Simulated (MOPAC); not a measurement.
MOPAC input (PM7):

```
PM7 1SCF UHF MS=0.5 GEO-OK AUX(PRECISION=9) THREADS=1
CCl3

C    -0.00358972 1    0.00080934 1    0.26295365 1
Cl   -0.00984441 1    1.69003269 1   -0.03627790 1
Cl    1.46912032 1   -0.83620564 1   -0.00831232 1
Cl   -1.45800895 1   -0.85411270 1   -0.04821695 1
```

Output:

```
 *******************************************************************************
 **                                                                           **
 **                              MOPAC v23.2.5                                **
 **                                                                           **
 *******************************************************************************
 ** MOPAC's Digital Object Identifier: https://doi.org/10.5281/zenodo.6511958 **
 **                                                                           **
 ** Please cite the open-source release paper for use of this MOPAC version:  **
 ** J. E. Moussa and J. J. P. Stewart (2026)                                  **
 ** MOPAC: An open-source semiempirical molecular orbital program             **
 ** J. Open Source Softw., 11(119), 8025, https://doi.org/10.21105/joss.08025 **
 *******************************************************************************

                              PM7 CALCULATION RESULTS

 *******************************************************************************
 *  PM7        - The PM7 Hamiltonian to be used
 *  GEO-OK     - OVERRIDE INTERATOMIC DISTANCE AND OTHER SAFETY CHECKS
 *  UHF        - UNRESTRICTED HARTREE-FOCK CALCULATION
 *  MS=        - IN MECI, MAGNETIC COMPONENT OF SPIN =  0.5
 *  1SCF       - DO 1 SCF AND THEN STOP
 *  AUX        - OUTPUT AUXILIARY INFORMATION
 *******************************************************************************
PM7 1SCF UHF MS=0.5 GEO-OK AUX(PRECISION=9) THREADS=1
 CCl3

   ATOM   CHEMICAL          X               Y               Z
  NUMBER   SYMBOL      (ANGSTROMS)     (ANGSTROMS)     (ANGSTROMS)

     1       C         -0.00358972  *   0.00080934  *   0.26295365  *
     2      Cl         -0.00984441  *   1.69003269  *  -0.03627790  *
     3      Cl          1.46912032  *  -0.83620564  *  -0.00831232  *
     4      Cl         -1.45800895  *  -0.85411270  *  -0.04821695  *

          CARTESIAN COORDINATES

    NO.       ATOM           X           Y           Z

     1         C         -0.0036      0.0008      0.2630
     2        Cl         -0.0098      1.6900     -0.0363
     3        Cl          1.4691     -0.8362     -0.0083
     4        Cl         -1.4580     -0.8541     -0.0482

 General Reference for PM7:
 "Optimization of Parameters for Semiempirical Methods VI: More Modifications to the
 NDDO Approximations and Re-optimization of Parameters", J. J. P. Stewart, J. Mol. Mod., 1:32, 19 (2013)
 https://link.springer.com/article/10.1007/s00894-012-1667-x

           Empirical Formula: C Cl3  =     4 atoms

      MOLECULAR POINT GROUP   :   C3v

          UHF CALCULATION, NO. OF ALPHA ELECTRONS =   13
                           NO. OF BETA  ELECTRONS =   12

 -------------------------------------------------------------------------------
 PM7 1SCF UHF MS=0.5 GEO-OK AUX(PRECISION=9) THREADS=1
 CCl3

     1SCF WAS SPECIFIED, SO BFGS WAS NOT USED
     SCF FIELD WAS ACHIEVED

                              PM7 CALCULATION
                                                       MOPAC v23.2.5 Linux

          FINAL HEAT OF FORMATION =         12.48324 KCAL/MOL =      52.22988 KJ/MOL

          COSMO AREA              =        115.14 SQUARE ANGSTROMS
          COSMO VOLUME            =        102.12 CUBIC ANGSTROMS

          IONIZATION POTENTIAL    =         10.100690 EV
          ALPHA SOMO LUMO (EV)    =        -10.101 -0.719
          BETA  SOMO LUMO (EV)    =        -11.896 -1.426
          NO. OF ALPHA ELECTRONS  =         13
          NO. OF BETA  ELECTRONS  =         12
          MOLECULAR WEIGHT        =        118.3700         POINT GROUP:  C3v

          MOLECULAR DIMENSIONS (Angstroms)

            Atom       Atom       Distance
           Cl     3   Cl     2     2.92746
           Cl     4   Cl     2     2.53525
            C     1   Cl     3     0.29392

          SCF CALCULATIONS        =          1

   ATOM   CHEMICAL          X               Y               Z
  NUMBER   SYMBOL      (ANGSTROMS)     (ANGSTROMS)     (ANGSTROMS)

     1       C         -0.00358972  *   0.00080934  *   0.26295365  *
     2      Cl         -0.00984441  *   1.69003269  *  -0.03627790  *
     3      Cl          1.46912032  *  -0.83620564  *  -0.00831232  *
     4      Cl         -1.45800895  *  -0.85411270  *  -0.04821695  *

                             CARTESIAN COORDINATES

   1    C       -0.003589720     0.000809340     0.262953650
   2   Cl       -0.009844410     1.690032690    -0.036277900
   3   Cl        1.469120320    -0.836205640    -0.008312320
   4   Cl       -1.458008950    -0.854112700    -0.048216950

           Empirical Formula: C Cl3  =     4 atoms

      MOLECULAR POINT GROUP   :   C3v

          ALPHA EIGENVALUES
 -28.92639 -26.31990 -26.31990 -20.21218 -16.01091 -16.01091 -14.55114 -12.26179
 -12.26179 -11.98709 -11.98709 -11.91485 -10.10069  -0.71903   0.14151   0.14151
  66.98591  66.98591  67.20710  67.20710  67.26718  67.59820  68.09833  68.09833
  68.30146  68.30146  68.70615  68.98044  68.98044  69.10593  69.45472

           BETA EIGENVALUES
 -28.62332 -26.00731 -26.00731 -19.59443 -15.80340 -15.80340 -13.68037 -12.07653
 -12.07653 -11.93000 -11.93000 -11.89605  -1.42559  -0.66814   0.59193   0.59193
  66.99428  66.99428  67.25766  67.25766  67.26634  67.64816  68.15058  68.15058
  68.30960  68.30960  68.74436  69.03547  69.03547  69.17186  69.50876

              NET ATOMIC CHARGES AND DIPOLE CONTRIBUTIONS

  ATOM NO.   TYPE          CHARGE      No. of ELECS.   s-Pop       p-Pop       d-Pop
    1          C           0.004585        3.9954     1.30791     2.68750
    2         Cl          -0.001528        7.0015     1.98328     5.01327     0.00499
    3         Cl          -0.001528        7.0015     1.98328     5.01327     0.00499
    4         Cl          -0.001528        7.0015     1.98328     5.01327     0.00499
 DIPOLE           X         Y         Z       TOTAL
 POINT-CHG.    -0.000     0.000     0.006     0.006
 HYBRID         0.007    -0.002    -0.498     0.498
 SUM            0.007    -0.002    -0.492     0.492

          ATOMIC ORBITAL ELECTRON POPULATIONS

     Atom    s        px        py        pz      x^2-y^2     xz        z^2       yz        xy
    1  C   1.30791   0.84077   0.84074   1.00599
    2 Cl   1.98328   1.97078   1.13590   1.90659   0.00225   0.00010   0.00076   0.00093   0.00095
    3 Cl   1.98328   1.33652   1.76586   1.91088   0.00130   0.00070   0.00077   0.00029   0.00193
    4 Cl   1.98328   1.35165   1.75700   1.90461   0.00125   0.00073   0.00075   0.00032   0.00194

                    (SZ)    =    0.500000
                    (S**2)  =    0.752940

          ATOMIC ORBITAL SPIN POPULATIONS

    Atom   Total    s     px     py     pz   x^2-y^2  xz     z^2    yz     xy
         Atomic
    1  C  0.7888  0.114  0.018  0.018  0.640
    2 Cl  0.0704  0.001 -0.001 -0.002  0.072  0.000  0.000  0.000  0.000  0.000
    3 Cl  0.0704  0.001 -0.001 -0.001  0.070  0.000  0.000  0.000  0.000  0.000
    4 Cl  0.0704  0.001 -0.003 -0.001  0.073  0.000  0.000  0.000  0.000  0.000

 **********************
 *                    *
 * JOB ENDED NORMALLY *
 *                    *
 **********************

 == MOPAC DONE ==
```
